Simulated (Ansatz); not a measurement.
in.yaml

```yaml
crystal:
  periodic: [false, false, false]
  atoms:
    - {symbol: Si, position_ang: [0.000000, 0.000000, 0.000000]}
    - {symbol: Ga, position_ang: [0.000000, 0.000000, 2.418100]}
basis:
  gaussian: {orbitals: cc-pVDZ}
total_charge: 1
magnetization: {spin_polarized: false, initial_magnetization: 4}
correlation: {method: sc_nevpt2, electrons: outside_noble_gas, active_space: {window: {electrons: 6, orbitals: 7}, states: [{multiplicity: 5, weights: [1, 0.5]}, {multiplicity: 7, weights: [1]}]}}
output: {forces: true}
```

```sh
$ ansatz run in.yaml --threads 1 --pin off --events-out ev --progress --plain --max-ram 2393MiB
```

Output:

```
859 factors; integrals over basis functions are off by at most 1.2e-7 eV
mean field evaluation 1: about -60184.5843 eV, gradient 7.6e0 eV
mean field evaluation 2: about -60184.6850 eV, gradient 7.5e0 eV
mean field evaluation 4: about -60185.4459 eV, gradient 1.8e0 eV
mean field evaluation 8: about -60185.5455 eV, gradient 5.2e-1 eV
mean field evaluation 16: about -60185.5692 eV, gradient 9.8e-6 eV
mean field evaluation 32: about -60182.5548 eV, gradient 1.1e-6 eV
mean field -60185.56915906 eV, -2211.7788713515 hartree, gradient 9.8e-6 eV, S^2 6.000000; 3 other end points of the search recorded, 0 dependent functions left out
reference -60185.56915906 eV, -2211.7788713515 hartree; 24, 20 occupied and 21, 25 virtual orbitals, 859 factors
state -60186.20616432 eV, -2211.8022808629 hartree
state -60183.80122098 eV, -2211.7139008253 hartree
state -60186.20616432 eV, -2211.8022808629 hartree; corrected -60187.44465274 eV, -2211.8477944728 hartree
state -60183.80122098 eV, -2211.7139008253 hartree; corrected -60184.97244506 eV, -2211.7569425164 hartree
state -60179.54862958 eV, -2211.5576209738 hartree
state -60179.54862958 eV, -2211.5576209738 hartree; corrected -60180.16450821 eV, -2211.5802540963 hartree
the calculation of the forces begins
Total energy: -60184.03815339 eV, -2211.7226079309 hartree
Atom 0 at     0.000000     0.000000     0.000000 Å, force     0.000000     0.000000    -1.450813 eV/Å
Atom 1 at     0.000000     0.000000     2.418100 Å, force    -0.000000    -0.000000     1.450813 eV/Å
Dipole moment:     0.000000     0.000000    -0.274921 e Å
```

The total printed last is the weighted mean of the 3 states, 3.406 eV above the lowest of them, and is no single state's energy.

Forces (eV/Å):
```
Si   0.000  0.000 -1.451
Ga   0.000  0.000  1.451
```

Ran on 1 thread of Arm Neoverse V1, shared host: 11 s wall, 0.19 GiB peak host memory.
